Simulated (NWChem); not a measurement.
# One shape, several levels: SCl2O2 (sulfuryl chloride)

Aim: a comparison of 4 runs (CAM-B3LYP/6-31G*, CAM-B3LYP/6-31++G**, CAM-B3LYP/6-31+G*, CAM-B3LYP/6-311+G**) of SCl2O2 (sulfuryl chloride). 

The results are computed with NWChem 7.3.0.

### 1 The system as given

SCl2O2: 5 atoms, total charge 0, spin state singlet. As SMILES, `O=S(=O)(Cl)Cl`. The shape is that of a PBE0-D4/def2-TZVP optimisation.

Bond lengths: O1–S2 1.415 Å, S2–O3 1.416 Å, S2–Cl4 2.013 Å, S2–Cl5 2.013 Å. Angles: O1–S2–O3 123.0°, O1–S2–Cl4 107.8°, O1–S2–Cl5 107.8°, O3–S2–Cl4 107.8°, O3–S2–Cl5 107.8°, Cl4–S2–Cl5 100.5°.

### 2 The charge distribution at CAM-B3LYP/6-31G(d) (spherical functions) (run 1)

File cl2o2s.nw:

```
start cl2o2s
title "Cl2O2S CAM-B3LYP"
memory stack 880 mb heap 220 mb global 1100 mb
charge 0

geometry noautosym nocenter noautoz
  O        0.866100       0.300300      -1.246600
  S       -0.068500       0.126800      -0.197800
  O       -1.381700       0.653700      -0.241000
  Cl      -0.209600      -1.845200       0.179900
  Cl       0.793700       0.764400       1.505600
end

basis "ao basis" spherical bse
  * library 6-31G*
end

dft
  xc xcamb88 1.00 lyp 0.81 vwn_5 0.19 hfexch 1.00
  cam 0.33 cam_alpha 0.19 cam_beta 0.46
  grid fine
  convergence energy 1e-08
  direct
  maxiter 100
  mulliken
  noprint "final vectors analysis"
end

property
  dipole
  quadrupole
  mulliken
end

task dft property
```

Run with:

```console
nwchem cl2o2s.nw > cl2o2s.out
```

The log of the run:

```text
[...]
          Wavefunction type:  closed shell.
          No. of atoms     :     5
          No. of electrons :    66
[...]
          Charge           :     0
          Spin multiplicity:     1
[...]
          AO basis - number of functions:    82
[...]
              XC Information
              --------------
                     Hartree-Fock (Exact) Exchange  1.000
                   CAM-Becke88 Exchange Functional  1.000
                      VWN V Correlation Functional  0.190 local
              Lee-Yang-Parr Correlation Functional  0.810
[...]
 d= 0,ls=0.0,diis     1  -1468.6049548547 -1.87D+03  2.81D-02  2.36D+00     2.6
[...]
 d= 0,ls=0.0,diis    10  -1468.8709828089 -5.57D-09  1.67D-06  4.20D-09    23.8
         Total DFT energy =    -1468.870982808892
      One electron energy =    -2830.877942189567
           Coulomb energy =     1056.648556016399
    Exchange-Corr. energy =      -99.507768118392
 Nuclear repulsion energy =      404.866171482669
[...]
   Dipole moment        1.5682142414 Debye(s)
             DMX        0.4397626032 DMXEFC        0.0000000000
             DMY       -0.8131147931 DMYEFC        0.0000000000
             DMZ        1.2667869171 DMZEFC        0.0000000000
   -EFC- dipole         0.0000000000 DEBYE(S)
   Total dipole         1.5682142414 DEBYE(S)
[...]
```

Run time: 25 s. Hardware: 1 thread of Intel Xeon 6975P-C (Granite Rapids), shared host; peak memory 0.11 GiB.

Atomic charges (e):

```tsv
atom	Mulliken	Löwdin
O1	-0.411	-0.480
S2	+0.941	+1.080
O3	-0.411	-0.480
Cl4	-0.060	-0.060
Cl5	-0.060	-0.060
```

### 3 Energy and one-electron properties at CAM-B3LYP/6-31++G(d,p) (spherical functions) (run 2)

File nw.xyz:

```xyz
5
Cl2O2S properties
O      0.866100     0.300300    -1.246600
S     -0.068500     0.126800    -0.197800
O     -1.381700     0.653700    -0.241000
Cl    -0.209600    -1.845200     0.179900
Cl     0.793700     0.764400     1.505600
```

File nw.nw:

```
echo
start nw
title "Cl2O2S properties"
memory stack 880 mb heap 220 mb global 1100 mb
charge 0
geometry units angstrom noautosym nocenter noautoz
load format xyz nw.xyz
end
basis "ao basis" spherical bse
O library 6-31++G**
S library 6-31++G**
Cl library 6-31++G**
end
dft
xc xcamb88 1.00 lyp 0.81 vwn_5 0.19 hfexch 1.00
cam 0.33 cam_alpha 0.19 cam_beta 0.46
grid fine
convergence energy 1e-08
direct
iterations 100
mulliken
noprint "final vectors analysis"
end
property
dipole
quadrupole
mulliken
end
task dft property
```

Run with:

```console
nwchem nw.nw > nw.out
```

The log of the run:

```text
[...]
          Wavefunction type:  closed shell.
          No. of atoms     :     5
          No. of electrons :    66
[...]
          Charge           :     0
          Spin multiplicity:     1
[...]
          AO basis - number of functions:   102
[...]
              XC Information
              --------------
                     Hartree-Fock (Exact) Exchange  1.000
                   CAM-Becke88 Exchange Functional  1.000
                      VWN V Correlation Functional  0.190 local
              Lee-Yang-Parr Correlation Functional  0.810
[...]
 d= 0,ls=0.0,diis     1  -1468.6184666278 -1.87D+03  3.13D-02  2.40D+00     5.4
[...]
 d= 0,ls=0.0,diis    10  -1468.8855100573 -6.54D-09  1.95D-06  4.76D-09    49.7
         Total DFT energy =    -1468.885510057306
      One electron energy =    -2830.385607749497
           Coulomb energy =     1056.098074043891
    Exchange-Corr. energy =      -99.464147834369
 Nuclear repulsion energy =      404.866171482669
[...]
   Dipole moment        1.8412177337 Debye(s)
             DMX        0.5162562172 DMXEFC        0.0000000000
             DMY       -0.9545911523 DMYEFC        0.0000000000
             DMZ        1.4873862958 DMZEFC        0.0000000000
   -EFC- dipole         0.0000000000 DEBYE(S)
   Total dipole         1.8412177337 DEBYE(S)
[...]
```

It took 50 s on 1 thread of Intel Xeon 6975P-C (Granite Rapids), shared host; peak memory 0.11 GiB.

Atomic charges (e):

```tsv
atom	Mulliken	Löwdin
O1	-0.364	-0.620
S2	+0.603	+1.210
O3	-0.364	-0.620
Cl4	+0.062	+0.020
Cl5	+0.062	+0.020
```

Run 3 isn't shown in full; the table further down has it.

### 4 Energy and one-electron properties at CAM-B3LYP/6-311+G(d,p) (run 4)

File cl2o2s.nw:

```
START cl2o2s
TITLE "Cl2O2S properties"
memory total 2200 mb
GEOMETRY units angstrom noautosym nocenter noautoz
O        0.866100       0.300300      -1.246600
S       -0.068500       0.126800      -0.197800
O       -1.381700       0.653700      -0.241000
Cl      -0.209600      -1.845200       0.179900
Cl       0.793700       0.764400       1.505600
END
BASIS spherical bse
* library 6-311+G**
END
DFT
xc xcamb88 1.00 lyp 0.81 vwn_5 0.19 hfexch 1.00
cam 0.33 cam_alpha 0.19 cam_beta 0.46
grid fine
convergence energy 1e-08
direct
maxiter 100
mulliken
noprint "final vectors analysis"
END
PROPERTY
dipole
quadrupole
mulliken
END
TASK dft property
```

Run with:

```console
nwchem cl2o2s.nw > cl2o2s.out
```

The log of the run:

```text
[...]
          Wavefunction type:  closed shell.
          No. of atoms     :     5
          No. of electrons :    66
[...]
          Charge           :     0
          Spin multiplicity:     1
[...]
          AO basis - number of functions:   134
[...]
              XC Information
              --------------
                     Hartree-Fock (Exact) Exchange  1.000
                   CAM-Becke88 Exchange Functional  1.000
                      VWN V Correlation Functional  0.190 local
              Lee-Yang-Parr Correlation Functional  0.810
[...]
 d= 0,ls=0.0,diis     1  -1468.7307627937 -1.87D+03  2.65D-02  4.29D+00     8.9
[...]
 d= 0,ls=0.0,diis    11  -1469.0186543651 -2.89D-09  3.73D-07  2.74D-09    94.6
         Total DFT energy =    -1469.018654365116
      One electron energy =    -2830.653610444421
           Coulomb energy =     1056.245111021142
    Exchange-Corr. energy =      -99.476326424505
 Nuclear repulsion energy =      404.866171482669
[...]
   Dipole moment        1.8903776802 Debye(s)
             DMX        0.5299794355 DMXEFC        0.0000000000
             DMY       -0.9800585339 DMYEFC        0.0000000000
             DMZ        1.5271328829 DMZEFC        0.0000000000
   -EFC- dipole         0.0000000000 DEBYE(S)
   Total dipole         1.8903776802 DEBYE(S)
[...]
```

It took 95 s on 1 thread of Intel Xeon 6975P-C (Granite Rapids), shared host; peak memory 0.11 GiB.

Atomic charges (e):

```tsv
atom	Mulliken	Löwdin
O1	-0.141	-0.560
S2	+0.139	+1.040
O3	-0.141	-0.560
Cl4	+0.072	+0.040
Cl5	+0.072	+0.040
```

### 5 The series

```tsv
run	level	energy (Eh)	dipole moment (D)	wall time
1	CAM-B3LYP/6-31G* (spherical functions)	-1468.870983	1.57	25 s
2	CAM-B3LYP/6-31++G** (spherical functions)	-1468.885510	1.84	50 s
3	CAM-B3LYP/6-31+G* (spherical functions)	-1468.885510	1.84	51 s
4	CAM-B3LYP/6-311+G**	-1469.018654	1.89	95 s
```

### 6 Outcome

| quantity | value |
| --- | --- |
| run 4: total energy | -1469.01865 Eh |
| run 4: dipole moment | 1.89 D |

What this shows: The dipole moment (its size) runs from 1.57 D (CAM-B3LYP/6-31G*) to 1.89 D (CAM-B3LYP/6-311+G**). All runs together took 3.7 min, the longest 95 s.
